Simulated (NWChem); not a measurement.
**Atomisation of propene (C3H6)**

```
C
C 1 1.3339
H 2 1.0932 1 121.53
H 2 1.0953 3 116.99 1 180.00
H 1 1.0980 2 118.42 3 0.00
C 1 1.4929 5 116.03 2 180.00
H 6 1.1001 1 111.77 5 180.00
H 6 1.1031 7 108.13 1 -122.62
H 6 1.1031 7 108.13 8 -114.77
```
Charge 0, spin multiplicity 1.

Everything below was run with NWChem. All single points use one geometry, from PBE0/def2-SVP, a minimum by its harmonic frequencies.

Basis set: def2-TZVP. The atomisation energy is electronic alone: no zero-point, thermal, spin-orbit or counterpoise terms. No value is extrapolated to the basis-set limit. Free atoms are single determinants with multiplicities C 3, H 2. Correlated methods freeze the same cores in atoms and molecule, 3 orbitals in all.

B3LYP has NWChem's definition, with VWN1-RPA local correlation. The stability of the SCF solutions was not checked. Open-shell Hartree-Fock references start from PBE0 orbitals.

Question: Order these methods by the atomisation energy they give, lowest first: HF, LDA (SVWN5), B3LYP, PBE, PBE0, MP2.

Answer: HF (652.8 kcal/mol), MP2 (837.5 kcal/mol), B3LYP (857.1 kcal/mol), PBE0 (862.0 kcal/mol), PBE (873.0 kcal/mol), LDA (SVWN5) (969.4 kcal/mol)
